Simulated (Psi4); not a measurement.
# CH3N (methanimine), run twice

Wanted: the energy of CH3N (methanimine), ACPF/Sadlej-LPol-ds (DKH2).

The calculation is run with Psi4 1.11.

1 further run of the same task is left out (set aside as unsound or not needed).

## Step 1: Starting point

CH3N: 5 atoms, total charge 0, spin state singlet. As SMILES, `C=N`. The shape is that of a PBE0-D4/def2-TZVP optimisation.

Bond lengths: C1–N2 1.261 Å, C1–H3 1.096 Å, C1–H4 1.092 Å, N2–H5 1.021 Å. Angles: C1–N2–H5 111.0°, N2–C1–H3 124.9°, N2–C1–H4 118.8°, H3–C1–H4 116.3°.

## Step 2: First attempt

Contents of job.py:

```python
import psi4

psi4.set_memory('1600 MB')
psi4.set_num_threads(1)
psi4.set_output_file('ch3n.out', False)

molecule = psi4.geometry("""
0 1
C     -0.037200    -0.386500     0.038000
N      0.623200     0.654300    -0.225900
H     -1.090200    -0.400600     0.342700
H      0.457500    -1.356900    -0.036200
H      0.046700     1.489800    -0.118600
units bohr
""")

psi4.set_options({
    'basis': 'Sadlej-LPol-ds',
    'scf_type': 'pk',
    'freeze_core': True,
    'maxiter': 60,
    'relativistic': 'dkh',
    'dkh_order': 2,
})

result, w = psi4.energy("acpf", molecule=molecule, return_wfn=True)
print(f'acpf energy: {result:.10f} Eh')
for k, v in sorted(psi4.core.scalar_variables().items()):
    print(f'{k:45s} {v:18.10f}')
```

Command:

```console
python job.py
```

ch3n.out:

```text
[...]
  Running in c1 symmetry.
[...]
  Nuclear repulsion =   62.459071401627270
[...]
  Multiplicity = 1
[...]
  Nalpha       = 8
  Nbeta        = 8
[...]
    Number of basis functions: 111
[...]
   @RHF iter   1:   -89.73222400271908    3.44733e+00   1.23238e-02 ADIIS/DIIS
[...]
   @RHF iter  11:   -90.25440826924503    1.47494e-10   3.25446e-09 DIIS
[...]
    Orbital Energies [Eh]
    ---------------------
    Doubly Occupied:
       1A    -15.542436     2A    -11.297844     3A     -1.530251
       4A     -1.177671     5A     -0.950942     6A     -0.840854
       7A     -0.732560     8A     -0.294511
[...]
  @RHF Final Energy:   -90.25440826924503
   => Energetics <=
    Nuclear Repulsion Energy =             62.4590714016272699
    One-Electron Energy =                -240.6928201906416689
    Two-Electron Energy =                  87.9793405197693517
    Total Energy =                        -90.2544082692450331
[...]
 Multipole Moments:
 ------------------------------------------------------------------------------------
     Multipole            Electronic (a.u.)      Nuclear  (a.u.)        Total (a.u.)
 ------------------------------------------------------------------------------------
 L = 1.  Multiply by 2.5417464519 to convert [e a0] to [Debye]
 Dipole X            :         -0.0196694           -0.6855293           -0.7051987
 Dipole Y            :          0.2995811           -0.3517174           -0.0521363
 Dipole Z            :         -0.0154668            0.2225289            0.2070621
 Magnitude           :                                                    0.7368162
[...]
      * SCS-MP2 total energy:                  -90.567469366923
[...]
      * MP2 total energy:                      -90.574571871008
[...]
```

The script printed:

```text
acpf energy: -90.5916067934 Eh
ACPF CORRELATION ENERGY                            -0.3371985242
ACPF DOUBLES ENERGY                                -0.3371985230
ACPF OPPOSITE-SPIN CORRELATION ENERGY              -0.2591282855
ACPF SAME-SPIN CORRELATION ENERGY                  -0.0780702376
ACPF SINGLES ENERGY                                 0.0000000000
ACPF TOTAL ENERGY                                 -90.5916067934
CURRENT CORRELATION ENERGY                         -0.3371985242
CURRENT ENERGY                                    -90.5916067934
CURRENT REFERENCE ENERGY                          -90.2544082692
DD SOLVATION ENERGY                                 0.0000000000
HF KINETIC ENERGY                                 106.2623902868
HF POTENTIAL ENERGY                              -196.5167985560
HF TOTAL ENERGY                                   -90.2544082692
HF VIRIAL RATIO                                     1.8493542073
MP2 CORRELATION ENERGY                             -0.3201636018
MP2 DOUBLES ENERGY                                 -0.3201636018
MP2 OPPOSITE-SPIN CORRELATION ENERGY               -0.2380844966
MP2 SAME-SPIN CORRELATION ENERGY                   -0.0820791051
MP2 SINGLES ENERGY                                  0.0000000000
MP2 TOTAL ENERGY                                  -90.5745718710
NUCLEAR REPULSION ENERGY                           62.4590714016
ONE-ELECTRON ENERGY                              -240.6928201906
PCM POLARIZATION ENERGY                             0.0000000000
PE ENERGY                                           0.0000000000
SCF ITERATION ENERGY                              -90.2544082692
SCF ITERATIONS                                     11.0000000000
SCF TOTAL ENERGY                                  -90.2544082692
TWO-ELECTRON ENERGY                                87.9793405198
```

Wall time 55 s (1 thread of INTEL XEON PLATINUM 8581C at 2.30GHz (Emerald Rapids), shared host); peak memory 1.3 GiB.

## Step 3: What went wrong

The program ended normally, but the settings are unsound, so its numbers aren't properties of the molecule.

What is wrong: the coordinates are read in the wrong unit, so the molecule is scaled by the ratio of bohr to ångström. As the program read them, the closest atoms are 0.54 Å apart, against 1.02 Å in the sound input.

## Step 4: The mended input

Contents of job.py:

```python
import psi4

psi4.set_memory(1600000000)
psi4.set_num_threads(1)
psi4.set_output_file('psi4.out', False)

geom = psi4.geometry("""
0 1
C     -0.037200    -0.386500     0.038000
N      0.623200     0.654300    -0.225900
H     -1.090200    -0.400600     0.342700
H      0.457500    -1.356900    -0.036200
H      0.046700     1.489800    -0.118600
""")

psi4.set_options({
    'basis': 'Sadlej-LPol-ds',
    'scf_type': 'pk',
    'freeze_core': True,
    'relativistic': 'dkh',
    'dkh_order': 2,
})

E = psi4.energy('acpf', molecule=geom)
print(f'acpf energy: {E:.10f} Eh')
```

Command:

```console
python job.py
```

psi4.out:

```text
[...]
  Running in c1 symmetry.
[...]
  Nuclear repulsion =   33.051917185351492
[...]
  Multiplicity = 1
[...]
  Nalpha       = 8
  Nbeta        = 8
[...]
    Number of basis functions: 111
[...]
   @RHF iter   1:   -94.03784256059362   -6.98055e-01   3.48534e-03 DIIS/ADIIS
[...]
   @RHF iter  11:   -94.11332083913364   -1.51630e-11   4.66518e-09 DIIS
[...]
    Orbital Energies [Eh]
    ---------------------
    Doubly Occupied:
       1A    -15.570306     2A    -11.286302     3A     -1.215637
       4A     -0.844033     5A     -0.687817     6A     -0.606651
       7A     -0.453476     8A     -0.431195
[...]
  @RHF Final Energy:   -94.11332083913364
   => Energetics <=
    Nuclear Repulsion Energy =             33.0519171853514919
    One-Electron Energy =                -192.1396424274029471
    Two-Electron Energy =                  64.9744044029178127
    Total Energy =                        -94.1133208391336353
[...]
 Multipole Moments:
 ------------------------------------------------------------------------------------
     Multipole            Electronic (a.u.)      Nuclear  (a.u.)        Total (a.u.)
 ------------------------------------------------------------------------------------
 L = 1.  Multiply by 2.5417464519 to convert [e a0] to [Debye]
 Dipole X            :          0.4942611           -1.2954626           -0.8012015
 Dipole Y            :          0.4298176           -0.6646495           -0.2348320
 Dipole Z            :         -0.1728799            0.4205186            0.2476387
 Magnitude           :                                                    0.8708587
[...]
      * SCS-MP2 total energy:                  -94.453815583037
[...]
      * MP2 total energy:                      -94.455714899954
[...]
```

On the terminal:

```text
acpf energy: -94.4792584282 Eh
```

It took 57 s on 1 thread of INTEL XEON PLATINUM 8581C at 2.30GHz (Emerald Rapids), shared host; peak memory 1.3 GiB.

## Step 5: Outcome

At ACPF/Sadlej-LPol-ds (DKH2):

| quantity | value |
| --- | --- |
| total energy | -94.47926 Eh |
| HOMO energy (Hartree–Fock orbitals) | -11.73 eV |
| LUMO energy (Hartree–Fock orbitals) | 0.73 eV |
| HOMO–LUMO gap (Hartree–Fock orbitals) | 12.47 eV |
| correlation energy (2 core orbitals frozen) | -365.9 mEh |

**Reading.** The first attempt's energy was +105.788 eV off this one.
